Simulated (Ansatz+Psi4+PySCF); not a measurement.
```yaml
atoms:
  - { symbol: N, position_ang: [0.0000, 0.0000, 0.6780] }
  - { symbol: N, position_ang: [0.0000, 0.0000, -0.6780] }
```

Basis set: cc-pVTZ (spherical functions). Left uncorrelated: 2 orbitals. Charge 0, multiplicity 1.

Computed with Ansatz (development build ahead of 0.2.0) and Psi4 1.11; each method stands on the lowest determinant of its kind that the runs found. Restricted open shells among the atoms or ions are ROHF, correlated in semicanonical orbitals with singles.

Q: Give the vertical ionization energy (product with multiplicity 2 at the same shape, open shells in the same class of orbitals) of singlet N₂ by RHF-MP2, RHF-CCSD(T), RHF-CCSD, RHF.

A:

| method | ionization energy |
| --- | --- |
| RHF-MP2 | 16.02 eV |
| RHF-CCSD(T) | 14.92 eV |
| RHF-CCSD | 14.71 eV |
| RHF | 13.10 eV |

Caution: an unrestricted determinant lies well below; the determinant breaks the point group; unrestricted orbitals would lower the determinant. Caution for RHF-MP2: MP2 on this radical cation hangs on the determinant chosen. Caution for RHF-MP2, RHF-CCSD(T): another reference gives a lower total. Caution for RHF-MP2, RHF-CCSD(T), RHF-CCSD: large amplitudes, a single reference is doubtful; large share of triples, a single reference is doubtful. Caution for RHF-CCSD(T), RHF-CCSD: the program doubts this total.
